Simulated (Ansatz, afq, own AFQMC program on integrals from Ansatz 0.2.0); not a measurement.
Two steps: Ansatz 0.2.0 writes the Fock matrix and Cholesky factors of the valence space, and afq projects on them the lowest state that overlaps trial and start.

```yaml
crystal:
  periodic: [false, false, false]
  atoms:
    - {symbol: C, position_ang: [-1.138265, 0.000000, 0.000000]}
    - {symbol: H, position_ang: [-1.501471, 1.027301, 0.000000]}
    - {symbol: H, position_ang: [-1.501471, -0.513650, 0.889668]}
    - {symbol: H, position_ang: [-1.501471, -0.513650, -0.889669]}
    - {symbol: H, position_ang: [0.242735, 0.000000, 0.000000]}
    - {symbol: N, position_ang: [1.282735, 0.000000, 0.000000]}
basis:
  gaussian: {orbitals: cc-pVTZ}
magnetization: {spin_polarized: true, initial_magnetization: 3}
correlation: {method: ccsd_t, electrons: outside_noble_gas, hamiltonian_folder: ham}
```

```sh
$ ansatz run in.yaml --threads 1 --pin off --events-out ev --progress --plain --max-ram 24576MiB --backend cuda --devices 0, --max-vram 18GiB
```

afq runs on the folder ham with

```
--method phaseless --trial cisd --walkers 600 --populations 10 --least-time 60 --time-step 0.005 --steps-per-block 50 --equilibration-blocks 28 --max-blocks 4000 --target-error 0.00021 --factor-cut 1e-05 --start spin_pure --seed 1838 --release-times 0.24,0.51,0.99,1.62,2.4 --release-step 0.03 --release-every 3 --taylor-order 6
```

Times are imaginary, in 1/Eh. The walk had a cap of 230 s. With eight or more populations the least sampling time is a fifth of least-time, and the error comes from their spread.

Output of the walk:

```
orbitals 114  electrons 8 5  factors 655 of 655
reference energy -94.52199964 Eh
CCSD correlation -0.34929648 Eh in 12 cycles, weight of the determinant in the CISD state 0.8842
energy of the start -94.869666 Eh
 block  time / (1/Eh)  mean weight  energy / Eh
     1     0.250  0.9997  -94.868007
     2     0.500  0.9993  -94.874018
     3     0.750  0.9995  -94.876893
     4     1.000  1.0001  -94.878605
     5     1.250  0.9998  -94.881189
     9     2.250  0.9988  -94.882708
    19     4.750  1.0010  -94.881841
    25     6.250  0.9993  -94.880413
    31     7.750  0.9999  -94.885775
    43    10.750  1.0008  -94.883448
    55    13.750  1.0012  -94.884581
    67    16.750  0.9999  -94.881971
    79    19.750  1.0014  -94.882304
    91    22.750  1.0007  -94.885033
   103    25.750  0.9996  -94.884399
   115    28.750  0.9992  -94.881953
   127    31.750  1.0001  -94.882897
   139    34.750  0.9993  -94.883687
   148    37.000  1.0000  -94.883346
error from the spread of 10 populations
released: time / (1/Eh)  energy / Eh  error  mean overlap
  0.24  -94.883269  0.000149  0.9975
  0.51  -94.883637  0.000165  0.9854
  0.99  -94.884272  0.000203  0.9627
  1.62  -94.884215  0.000306  0.9326
  2.40  -94.884271  0.000415  0.8933
energy -94.883371 +/- 0.000180 Eh
(rows thinned)
```

The run passed its tests (sampling time, drift between the halves within three errors, error under three times the target), which doesn't prove that it has relaxed.

Against this walk (error 4.9 meV) on the same determinant: CCSD(T) 31.7 meV higher. The error is statistical and leaves out the bias of the constraint. None of these is a sure reference here. Released to 1.62 1/Eh the energy lies 23 ± 10 meV (both errors) below the phaseless value, which shows part or all of the bias of the constraint, and CCSD(T) lies 54.6 meV above the released value.

Cautions: constraint bias not in the error; lower spins were not checked.

The walk took 2.5 min on 1 × NVIDIA H100 80GB HBM3 with 2 threads of AMD EPYC 7R13 Processor (Zen 3), with other jobs on the host (the card was shared). The log's last line is the phaseless energy.

A walk keeps the symmetry of its determinant, which the program's search chose and which needn't be the lowest solution, so a lower state of the same spin and another symmetry isn't excluded.
